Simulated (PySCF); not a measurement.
Species, as SMILES: [SiH4] (SiH4).
Geometry (B3LYP-D3(BJ)/def2-TZVP, fixed):
```xyz
5

Si     0.0000     0.0000     0.0000
H      0.8756     0.8547     0.8331
H     -0.8222    -0.8655     0.8753
H     -0.8862     0.8545    -0.8220
H      0.8328    -0.8437    -0.8864
```
Charge 0, spin multiplicity 1.

Basis-set convergence of the mean static polarisability at PBE0 with PySCF. All functions are spherical. Density fitting with generated auxiliary sets. In sets without p functions on hydrogen, species with hydrogen take exact integrals. No added dispersion term, no relativity. Reference: the value in aug-pcseg-3, 31.94 bohr³, itself unsure by roughly 0.2 % (its mean distance from aug-cc-pV(Q+d)Z, aug-pcseg-2, aug-cc-pV(T+d)Z). Deviations are taken from unrounded values. Cost is core time over that of aug-pcseg-1, rough, on shared machines of one kind; a dash marks a row that isn't timed (too short, read off another run, short of memory, by another algorithm or on other hardware).

| basis | functions | cost |
|---|---|---|
| def2-SV(P) | 26 | - |
| def2-SVP | 38 | 0.6× |
| def2-TZVP | 61 | 0.9× |
| aug-pcseg-1 | 63 | 1× |
| aug-cc-pV(D+d)Z | 68 | 1× |
| def2-TZVPP | 98 | 2× |
| jun-cc-pV(T+d)Z | 104 | 2× |
| aug-pcseg-2 | 142 | 4× |
| aug-cc-pV(T+d)Z | 147 | 4× |
| def2-QZVPP | 190 | 7× |
| aug-cc-pV(Q+d)Z | 273 | 20× |
| aug-pcseg-3 | 285 | 20× |

Which is the smallest set listed that can be trusted to 1 % here, that is, within that of the reference together with its larger relatives (same family, alike in diffuse functions; a set with none to test it counts only in the reference's own line)?

The smallest set listed that lies within 1 % of the reference with all its larger relatives (same family, alike in diffuse functions; a set with none counts only in the reference's own line) is aug-pcseg-2 (142 functions, 4× in cost, -0.5 % off). Inside the window by cancellation, since a larger relative falls out: aug-cc-pV(D+d)Z. Value minus reference over the reference: def2-SV(P) -20.2, def2-SVP -18.2, def2-TZVP -8.6, aug-pcseg-1 -2.9, aug-cc-pV(D+d)Z -0.2, def2-TZVPP -7.3, jun-cc-pV(T+d)Z -1.7, aug-pcseg-2 -0.5, aug-cc-pV(T+d)Z 0.1, def2-QZVPP -2.7, aug-cc-pV(Q+d)Z 0.0, aug-pcseg-3 0.0 %.
